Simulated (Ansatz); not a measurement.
Ideal-gas functions of H$_{4}$NOPS, SMILES `NP(O)S` at 400 K and 1 bar, from an Ansatz frequency run at PBE0-D4/def2-TZVP.

Molar mass 97.08 g/mol, point group C1 (symmetry number 1), electronic degeneracy 1, moments of inertia 77.416, 135.306, 182.998 u Å². Harmonic wavenumbers (cm⁻¹, unscaled): 137, 220, 247, 331, 345, 374, 464, 515, 782, 822, 872, 955, 1038, 1584, 2716, 3558, 3680, 3862.

Use S(trans) = R[1.5 ln M + 2.5 ln T − 1.1517]; rotational temperatures θ = 24.2544 K / I; S(rot) = R[ln(√π/σ · √(T³/θAθBθC)) + 1.5]; for each mode x = 1.438777 ν̃/T, S = R[x/(eˣ − 1) − ln(1 − e⁻ˣ)] and H = RT x/(eˣ − 1); 1 cm⁻¹ = 0.0119627 kJ/mol; R = 8.31446 J/(mol·K).

Task: By hand: the entropy, in J/(mol·K).

Result: Translation 172.0. Rotation: θ = 0.3133, 0.1793, 0.1325 K, giving 112.3. Vibration, mode by mode: 14.28, 10.47, 9.57, 7.34, 7.03, 6.45, 4.96, 4.28, 2.01, 1.79, 1.55, 1.22, 0.96, 0.19, 0.01, 0.00, 0.00, 0.00, in all 72.1. Electronic 0.0. Sum 356.4 J/(mol·K).

Task: By hand: H − E and G − E in kJ/mol, counted from the electronic energy.

Result: Zero-point energy ½ × 22502 × 0.0119627 = 134.6; thermal vibration 16.6; translation, rotation and pV give 4 RT = 13.3. H − E = 164.5 kJ/mol, and G − E = 164.5 − 400 × 356.4/1000 = 21.9 kJ/mol.

Vibration gives 20 % of the entropy, 14.3 J/(mol·K) of it from the mode under 150 cm⁻¹: soft modes count most, and the harmonic formula is weakest for them. The sum counts one conformer and one mirror image; others add a mixing term.
